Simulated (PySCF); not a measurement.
Species: vinylidene fluoride (`C=C(F)F`). The columns A, B, C and D hold Mulliken, IAO, Hirshfeld and ESP-fitted charges (e) of one PBE0/pcSseg-1 density (PySCF), in a shuffled order. Coordinates in Å (GFN2-xTB); the density's dipole moment is (-1.27, -0.14, -0.18) D.

| atom | x | y | z | A | B | C | D |
| --- | --- | --- | --- | --- | --- | --- | --- |
| C1 | -0.719 | -0.079 | -0.106 | -0.306 | -0.443 | -0.769 | -0.155 |
| C2 | 0.572 | 0.063 | 0.078 | +0.493 | +0.564 | +0.550 | +0.176 |
| F3 | 1.232 | 1.212 | 0.032 | -0.242 | -0.245 | -0.167 | -0.071 |
| F4 | 1.423 | -0.920 | 0.339 | -0.242 | -0.244 | -0.167 | -0.071 |
| H5 | -1.335 | 0.774 | -0.313 | +0.148 | +0.184 | +0.276 | +0.060 |
| H6 | -1.171 | -1.049 | -0.051 | +0.148 | +0.184 | +0.276 | +0.060 |

Q: Which column most likely holds the ESP-fitted charges?

A: C. Σ q r misses the density's dipole by 0.01 D (C), 0.67 D (D), 1.00 D (B), 1.20 D (A). Charges fitted to the outside potential are the only set here that is tied to the molecule's multipoles.

Q: And the Hirshfeld charges?

A: D. The mean sizes are 0.099 e (D), 0.263 e (A), 0.311 e (B), 0.367 e (C), and Hirshfeld charges are commonly the smallest of these schemes.

As computed, A = Mulliken, B = IAO, C = ESP-fitted, D = Hirshfeld. Hydrogens on carbon: Mulliken +0.15 to +0.15, IAO +0.18 to +0.18, ESP-fitted +0.28 to +0.28, Hirshfeld +0.06 to +0.06 e.

The IAO scheme projects the occupied orbitals on a minimal set of polarised atomic orbitals and counts the electrons in each atom's part of it. The Mulliken scheme gives each basis function's population to the atom it is centred on and halves the overlap population of two atoms between them.

Geometry: GFN2-xTB; no solvent, vibrations or thermal averaging.

The run behind these numbers computed NMR shieldings as well. Hardware: one thread, x86-64 server (shared host). Cost: 5.0 s wall, 4.0 s CPU.
